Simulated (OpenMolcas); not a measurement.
# CCl2F (dichlorofluoromethyl radical): levels of theory compared

Aim: a comparison of 6 runs (UHF/3-21G, UPBE0/def2-SVP, UB3LYP/6-31G*, UPBE/def2-SVPD, ROCCSD(T)/cc-pVDZ, ROCCSD(T)/pcseg-1) of CCl2F (dichlorofluoromethyl radical). 

The results are computed with OpenMolcas 26.06.

6 further runs of the same task are left out: 6 set aside as unsound or not needed.

### Step 1. The molecule

CCl2F has 4 atoms, charge 0, and is taken as a doublet. SMILES: `F[C](Cl)Cl`. Geometry: relaxed at PBE0-D4/def2-TZVP.

Bond lengths: F1–C2 1.320 Å, C2–Cl3 1.708 Å, C2–Cl4 1.708 Å. Angles: F1–C2–Cl3 113.5°, F1–C2–Cl4 113.5°, Cl3–C2–Cl4 117.7°.

### Step 2. Energy and gradient at UHF/3-21G (run 1)

Contents of struct.xyz:

```xyz
4

F      1.205900    -0.078500     0.647400
C     -0.037200     0.107600     0.242900
Cl    -0.933800    -1.339900     0.108000
Cl    -0.179400     1.250500    -1.018500
```

Contents of mol.inp:

```
&GATEWAY
BasLib=$CurrDir
Coord=struct.xyz
Basis=3-21G
Group=NoSym
&SEWARD
&SCF
UHF
Spin=2
Thresholds=1e-10 1e-07 1e-07 1e-05
PrOrbitals=1
&ALASKA
```

The basis set 3-21G is read from a file made from the Basis Set Exchange's data (not shown).

On the command line:

```sh
export MOLCAS_MEM=1860
pymolcas mol.inp > mol.log
```

Log:

```text
--- Start Module: gateway ---
[...]
--- Stop Module: gateway /rc=_RC_ALL_IS_WELL_ ---
[...]
      Basis functions           44
[...]
--- Start Module: scf ---
[...]
       Convergence after  16 Iterations
[...]
::    Total SCF energy                              -1051.0492651164
[...]
      Total spin, S                                     0.5048220719
[...]
      Total electronic charge=   49.000000
      Total            charge=   -0.000000
[...]
      Dipole Moment (debye):
      Origin of the operator (angstrom)=   -0.1631   -0.0330   -0.1647
                   X= -4.8443E-01               Y=  1.1079E-01               Z= -6.8944E-02           Total=  5.0169E-01
      Quadrupole Moment (debye*angstrom):
[...]
--- Stop Module: scf /rc=_RC_ALL_IS_WELL_ ---
[...]
--- Start Module: alaska ---
[...]
 *              Molecular gradients               *
 **************************************************
  Irreducible representation: a
 ------------------------------------------------------------------------------------------
                              X                       Y                       Z
 ------------------------------------------------------------------------------------------
  F1               -2.42191283766964E-02    3.15758803829791E-03   -8.96140208541585E-03
  C2               -5.77559233787861E-03   -1.08529567092717E-02   -2.87497094578706E-02
  CL3               2.56984261372022E-02    4.05779092387100E-02    2.89006559828642E-03
  CL4               4.29629457737724E-03   -3.28825405677886E-02    3.48210459449962E-02
 ------------------------------------------------------------------------------------------
--- Stop Module: alaska /rc=_RC_ALL_IS_WELL_ ---
[...]
```

Run time: 2.6 s. Hardware: 1 thread of Arm Neoverse V1, shared host; peak memory 0.38 GiB.

### Step 3. Energy and gradient at UPBE0/def2-SVP (run 2)

Contents of test.inp:

```
* CCl2F Kohn-Sham DFT
&GATEWAY
BasLib
$CurrDir
Coord
4
angstrom
F        1.205900      -0.078500       0.647400
C       -0.037200       0.107600       0.242900
Cl      -0.933800      -1.339900       0.108000
Cl      -0.179400       1.250500      -1.018500
Basis
def2-SVP
Group
NoSym
&SEWARD
GridInput
Grid=UltraFine
End of Grid
&SCF
UHF
Spin
2
KSDFT
PBE0
Thresholds
1e-10 1e-07 1e-07 1e-05
PrOrbitals
1 2
&ALASKA
```

The basis set def2-SVP is read from a file made from the Basis Set Exchange's data (not shown).

On the command line:

```sh
export MOLCAS_MEM=1860
pymolcas test.inp > test.log
```

Log:

```text
--- Start Module: gateway ---
[...]
--- Stop Module: gateway /rc=_RC_ALL_IS_WELL_ ---
[...]
      Basis functions           64
[...]
--- Start Module: scf ---
[...]
       Convergence after  15 Iterations
[...]
::    Total KS-DFT energy                           -1057.4406018285
[...]
      Total spin, S                                     0.5015548917
[...]
      Total electronic charge=   49.000000
      Total            charge=   -0.000000
[...]
      Dipole Moment (debye):
      Origin of the operator (angstrom)=   -0.1631   -0.0330   -0.1647
                   X= -2.9254E-01               Y= -5.0158E-02               Z= -3.1049E-01           Total=  4.2953E-01
      Quadrupole Moment (debye*angstrom):
[...]
--- Stop Module: scf /rc=_RC_ALL_IS_WELL_ ---
[...]
--- Start Module: alaska ---
[...]
 *              Molecular gradients               *
 **************************************************
  Irreducible representation: a
 ------------------------------------------------------------------------------------------
                              X                       Y                       Z
 ------------------------------------------------------------------------------------------
  F1                2.45515223191717E-03   -3.52354196731852E-04    8.30075008520836E-04
  C2               -5.82500054069079E-03   -6.87884932502492E-04   -5.41862792821135E-03
  CL3               2.80638645488374E-03    4.36008088355067E-03    6.30343979130199E-04
  CL4               5.63461853996916E-04   -3.31984175429412E-03    3.95820894051369E-03
 ------------------------------------------------------------------------------------------
--- Stop Module: alaska /rc=_RC_ALL_IS_WELL_ ---
[...]
```

Run time: 16 s. Hardware: 1 thread of Arm Neoverse V1, shared host; peak memory 0.4 GiB.

Runs 3 to 4 aren't shown in full; the table further down has their settings and results.

### Step 4. The energy at ROCCSD(T)/cc-pVDZ (run 5)

Contents of test.inp:

```
* CCl2F CCSD(T)

&GATEWAY
  BasLib = $CurrDir
  Coord
  4
  angstrom
  F        1.205900      -0.078500       0.647400
  C       -0.037200       0.107600       0.242900
  Cl      -0.933800      -1.339900       0.108000
  Cl      -0.179400       1.250500      -1.018500
  Basis = cc-pVDZ
  Group = NoSym

&SEWARD

&SCF
  UHF
  Spin = 2
  Thresholds = 1e-10 1e-07 1e-07 1e-05
  PrOrbitals = 1 2

&RASSCF
  FileOrb = $Project.UnaOrb
  Spin = 2
  Nactel = 1 0 0
  Inactive = 24
  Ras2 = 1
  OutOrbitals = Canonical
  OrbListing = Nothing

&MOTRA
  JobIph
  Frozen = 12

&CCSDT
  CCT
  Triples = 3
  Iterations = 80
  Accuracy = 1e-08
  Extrapolation = 5 4
```

The basis set cc-pVDZ is read from a file made from the Basis Set Exchange's data (not shown).

On the command line:

```sh
export MOLCAS_MEM=1860
pymolcas test.inp > test.log
```

Log:

```text
--- Start Module: gateway ---
[...]
--- Stop Module: gateway /rc=_RC_ALL_IS_WELL_ ---
[...]
      Basis functions           64
[...]
       Convergence after  17 Iterations
[...]
::    Total SCF energy                              -1056.2527161668
[...]
      Total spin, S                                     0.5053845564
[...]
      Number of active orbitals                  1
[...]
      Spin quantum number                      0.5
[...]
      Active orbitals                            1
[...]
      Number of CSFs                             1
[...]
      Number of root(s) required                 1
[...]
      Convergence after  7 iterations
[...]
      printout of CI-coefficients larger than  0.05 for root  1
      energy=   -1056.249026
      conf/sym  1     Coeff  Weight
             1  u   1.00000 1.00000
      Natural orbitals and occupation numbers for root  1
      sym 1:   1.000000
      ************************************************************************************************************************
      *                                                    Final results                                                     *
[...]
::    RASSCF root number  1 Total energy:  -1056.24902554
[...]
      Total electronic charge=   49.000000
      Total            charge=   -0.000000
[...]
      Dipole Moment (debye):
      Origin of the operator (angstrom)=   -0.1631   -0.0330   -0.1647
                   X= -4.8701E-01               Y=  9.1584E-02               Z= -1.1476E-01           Total=  5.0866E-01
      Quadrupole Moment (debye*angstrom):
[...]
--- Start Module: motra ---
[...]
--- Start Module: ccsdt ---
[...]
      Convergence after                    19  Iterations
      Total energy (diff) :   -1056.84901358      -0.00000000
[...]
 METHOD                       : CCSD+T(CCSD)+<T3(1)WT1>+<T3(1)UT2> = CCSD(T)
[...]
       CCSD     =     -1056.8490135761849
[...]
```

Run time: 17 s. Hardware: 1 thread of Arm Neoverse V1, shared host; peak memory 0.4 GiB.

### Step 5. A single-point energy at ROCCSD(T)/pcseg-1 (run 6)

Contents of calc.input:

```
* CCl2F CCSD(T)
&GATEWAY
BASLIB=$CurrDir
COORD
4
angstrom
F        1.205900      -0.078500       0.647400
C       -0.037200       0.107600       0.242900
Cl      -0.933800      -1.339900       0.108000
Cl      -0.179400       1.250500      -1.018500
BASIS=pcseg-1
GROUP=NoSym
&SEWARD
&SCF
UHF
SPIN=2
THRESHOLDS=1e-10 1e-07 1e-07 1e-05
PRORBITALS=1 2
&RASSCF
FILEORB=$Project.UnaOrb
SPIN=2
NACTEL=1 0 0
INACTIVE=24
RAS2=1
OUTORBITALS=Canonical
ORBLISTING=Nothing
&MOTRA
JOBIPH
FROZEN=12
&CCSDT
CCT
TRIPLES=3
ITERATIONS=80
ACCURACY=1e-08
EXTRAPOLATION=5 4
```

The basis set pcseg-1 is read from a file made from the Basis Set Exchange's data (not shown).

On the command line:

```sh
export MOLCAS_MEM=1860
pymolcas calc.input > calc.log
```

Log:

```text
--- Start Module: gateway ---
[...]
--- Stop Module: gateway /rc=_RC_ALL_IS_WELL_ ---
[...]
      Basis functions           64
[...]
       Convergence after  17 Iterations
[...]
::    Total SCF energy                              -1056.1255665706
[...]
      Total spin, S                                     0.5053631166
[...]
      Number of active orbitals                  1
[...]
      Spin quantum number                      0.5
[...]
      Active orbitals                            1
[...]
      Number of CSFs                             1
[...]
      Number of root(s) required                 1
[...]
      Convergence after  7 iterations
[...]
      printout of CI-coefficients larger than  0.05 for root  1
      energy=   -1056.121837
      conf/sym  1     Coeff  Weight
             1  u   1.00000 1.00000
      Natural orbitals and occupation numbers for root  1
      sym 1:   1.000000
      ************************************************************************************************************************
      *                                                    Final results                                                     *
[...]
::    RASSCF root number  1 Total energy:  -1056.12183724
[...]
      Total electronic charge=   49.000000
      Total            charge=   -0.000000
[...]
      Dipole Moment (debye):
      Origin of the operator (angstrom)=   -0.1631   -0.0330   -0.1647
                   X= -5.8350E-01               Y=  1.0248E-01               Z= -1.5433E-01           Total=  6.1220E-01
      Quadrupole Moment (debye*angstrom):
[...]
--- Start Module: motra ---
[...]
--- Start Module: ccsdt ---
[...]
      Convergence after                    19  Iterations
      Total energy (diff) :   -1056.70935213       0.00000000
[...]
 METHOD                       : CCSD+T(CCSD)+<T3(1)WT1>+<T3(1)UT2> = CCSD(T)
[...]
       CCSD     =     -1056.7093521257500
[...]
```

Run time: 17 s. Hardware: 1 thread of Arm Neoverse V1, shared host; peak memory 0.4 GiB.

### Step 6. The series

| run | level | integration grid | Cartesian functions | energy (Eh) | dipole moment (D) | HOMO energy (eV) | LUMO energy (eV) | wall time |
| --- | --- | --- | --- | --- | --- | --- | --- | --- |
| 1 | UHF/3-21G | – | no | -1051.049265 | 0.50 | -11.12 | 2.35 | 2.6 s |
| 2 | UPBE0/def2-SVP | UltraFine | no | -1057.440602 | 0.43 | -6.68 | -2.08 | 16 s |
| 3 | UB3LYP/6-31G* (Cartesian functions) | UltraFine | yes | -1058.260250 | 0.23 | -6.35 | -2.44 | 21 s |
| 4 | UPBE/def2-SVPD | UltraFine | no | -1057.395723 | 0.37 | -5.46 | -3.64 | 38 s |
| 5 | ROCCSD(T)/cc-pVDZ | – | no | -1056.864016 | – | – | – | 17 s |
| 6 | ROCCSD(T)/pcseg-1 | – | no | -1056.724594 | – | – | – | 17 s |

### Step 7. What came out

```
             quantity           value
  run 6: total energy  -1056.72459 Eh
run 6: (T) correction      -15.24 mEh
```

What this shows: Over runs 1, 2, 3, 4 the dipole moment (its size) runs from 0.23 D (UB3LYP/6-31G*) to 0.50 D (UHF/3-21G). The two ends differ in method and basis. Totals of different functionals can't be ranked against each other. All runs together took 1.8 min, the longest 38 s.
